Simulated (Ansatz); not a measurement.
# AlP2H (singlet): from Hartree-Fock to the top rungs at a displaced geometry (v2), cc-pVDZ

An exercise on one series of results from a longer session: the logs are not shown, and one member is left open.

Method: cc-pVDZ, core rule «outside noble gas», up to 15 orbitals frozen; program: Ansatz 0.2.0, Gaussian basis.

Plan: UHF; CCSD(T) on RHF; CCSD(T) on UHF; BCCD(T) on RHF; CISD; CCSDT(Q) on RHF; CCSDT(Q) on UHF.

18 further runs of the same task are left out: 8 that didn't finish, 10 set aside as unsound or not needed.

## The system

The geometry is a PBE0/def2-TZVP stationary point (not a proven minimum) with its atoms shifted at random (size 0.100 Å).

4 atoms, charge 0, spin multiplicity 1.

Atoms are counted from 1 here; the program's logs count them from 0.

Bond lengths: Al1–P2 2.241 Å, Al1–P3 2.252 Å, Al1–H4 1.593 Å, P2–P3 2.129 Å. Angles: P2–Al1–P3 56.6°, P2–Al1–H4 154.3°, P3–Al1–H4 148.6°, Al1–P2–P3 62.0°, Al1–P3–P2 61.5°.

Set-up of the first run:

Input file in.yaml:

```yaml
crystal:
  periodic: [false, false, false]
  atoms:
    - {symbol: Al, position_ang: [0.087233, 0.006288, 1.342018]}
    - {symbol: P, position_ang: [-0.077641, 1.062100, -0.628154]}
    - {symbol: P, position_ang: [-0.001020, -1.065200, -0.636334]}
    - {symbol: H, position_ang: [0.082088, -0.073032, 2.932976]}
basis:
  gaussian: {orbitals: cc-pVDZ}
magnetization: {spin_polarized: true, initial_magnetization: 0}
hamiltonian: {xc: hf}
output: {orbitals: {seedname: orbitals}}
```

Run with:

```bash
$ ansatz run in.yaml --threads 1 --pin off --events-out ev --progress --plain --max-ram 2393MiB
```

Among the steps run: UHF; CCSD(T) on RHF; CCSD(T) on UHF; BCCD(T) on RHF; CISD; CCSDT(Q) on RHF; CCSDT(Q) on UHF.

One table of the session follows, with a row left open; its other results are not shown here.

It belongs to the step «Misses and costs». 

```
   method  from RCCSDT(Q) (kcal/mol)
      RHF                    +208.50
      UHF                    +207.00
     RMP2                     +30.90
     CISD                     +36.55
    RCCSD                          ?
 RCCSD(T)                      +1.68
  BCCD(T)                      +1.62
   RCCSDT                      +1.14
RCCSDT(Q)                          0
```

Estimate the missing values for RCCSD.

As computed: from RCCSDT(Q) (kcal/mol): +12.06. In the column «from RCCSDT(Q) (kcal/mol)» it lies between RCCSD(T) (+1.68) and RMP2 (+30.90).

Not comparable, so not listed: CCSD(T) on UHF; CCSDT(Q) on UHF (they don't share determinant, frozen orbitals or solution with the rows shown, or repeat one).

Limits of these values: Warnings: restricted reference is unstable; spin contamination.
